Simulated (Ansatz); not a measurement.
**AlB₂ (sextet): wave-function methods side by side, def2-QZVPP**

One table from this session's results is given with a row withheld; the runs are named, their logs left out.

Computed with Ansatz 0.2.0, Gaussian basis. Level: def2-QZVPP, core rule «outside noble gas», up to 7 orbitals frozen.

The runs, in order: UHF; ROHF; CCSD(T) on UHF.

3 further runs of the same task are left out: 1 that didn't finish, 2 set aside as unsound or not needed.

**The system**

The geometry is a PBE0/def2-TZVP stationary point (not a proven minimum) of the parent state, kept for this charge and spin.

3 atoms, charge 0, spin multiplicity 6.

Atoms are counted from 1 here; the program's logs count them from 0.

Bond lengths: B1–Al2 1.991 Å, Al2–B3 2.196 Å. Angles: B1–Al2–B3 167.6°.

The first run:

in.yaml reads:

```yaml
crystal:
  periodic: [false, false, false]
  atoms:
    - {symbol: B, position_ang: [0.000000, -0.081258, -2.046822]}
    - {symbol: Al, position_ang: [0.000000, 0.149822, -0.069340]}
    - {symbol: B, position_ang: [0.000000, -0.068564, 2.116162]}
basis:
  gaussian: {orbitals: "def2-QZVPP.json"}
magnetization: {spin_polarized: true, initial_magnetization: 5}
hamiltonian: {xc: hf}
output: {orbitals: {seedname: orbitals}}
```

Launch:

```sh
ansatz run in.yaml --threads 1 --pin off --events-out ev --progress --plain --max-ram 2393MiB
```

Steps of the session up to this table: UHF; ROHF; CCSD(T) on UHF.

One table of the session follows, with a row left open; its other results are not shown here.

| method | from UCCSD(T) (kcal/mol) |
| --- | --- |
| ROHF | +126.54 |
| UHF | ? |
| UMP2 | +28.51 |
| UCCSD | +7.44 |
| UCCSD(T) | 0 |

Q: Estimate the row for UHF from the others.

The run gave: from UCCSD(T) (kcal/mol): +123.97. In the column «from UCCSD(T) (kcal/mol)» it lies between UMP2 (+28.51) and ROHF (+126.54).
